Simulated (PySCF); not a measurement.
**Spin-Hamiltonian simulation**

Molecule: Methylaminoethane, C3H9N.

Geometry (Å), atoms numbered from 1 in this order:
```xyz
13

C    -1.7744   -0.4820   -0.3228
C    -0.2631   -0.5548   -0.2255
N     0.3028    0.7152    0.1604
C     1.7376    0.7138    0.2739
H    -2.0767    0.3075   -1.0268
H    -2.1990   -1.4384   -0.6621
H    -2.2248   -0.2496    0.6566
H     0.0271   -1.3855    0.4606
H     0.1562   -0.8285   -1.2108
H    -0.1200    1.0305    1.0306
H     2.0935    1.6991    0.6114
H     2.1920    0.5264   -0.7136
H     2.1488   -0.0535    0.9682
```

Non-relativistic, one computed conformer, in vacuum, averaged over atoms made equivalent by symmetry, fast rotation or ring inversion. Structure optimised with PBE0-D3(BJ)/def2-SVP; spin–spin couplings from B3LYP/pcJ-1 (spin–dipole term only in couplings to heteroatoms); GIAO PBE0/pcSseg-1 shieldings; PySCF.

References, each an isolated molecule treated in the same way: ¹H vs TMS.

Shifts (ppm): H5/H6/H7 1.11, H8/H9 2.35.
Couplings (Hz): H5–H6, H5–H7, H6–H7: -13.8; H5–H8, H5–H9, H6–H8, H6–H9, H7–H8, H7–H9: 7.9; H8–H9: -12.2.

The 5-spin Hamiltonian (Zeeman plus full scalar coupling among like nuclei) was diagonalised exactly; lines are Lorentzian, 0.4 Hz wide, and the maxima above 3 % are listed with the tallest set to 100.

(1) Give the ¹H peak list of this spin system at 300 MHz.

(2) And at 400 MHz?

(3) Among coupled protons with different shifts, which pair is furthest from first order, and how does the field change that?

Answers

(1) 
δ in ppm (height): 2.390 (13), 2.390 (13), 2.364 (44), 2.337 (47), 2.311 (15), 1.136 (49), 1.110 (100), 1.083 (44)

(2) 
δ in ppm (height): 2.380 (14), 2.360 (45), 2.340 (47), 2.321 (16), 1.130 (49), 1.110 (100), 1.090 (45)

(3) H5 and H8: Δν/J is about 47.1 at 300 MHz (close to first order) and 62.8 at 400 MHz (close to first order). J in Hz doesn't depend on the field, while Δν in Hz grows in proportion to it.

OH and NH positions are those of a molecule without intermolecular hydrogen bonds; in solution they move with solvent, concentration and temperature, and exchange usually removes their couplings. Unscaled 3J(H,H) at this level run about 9 % above measured values.
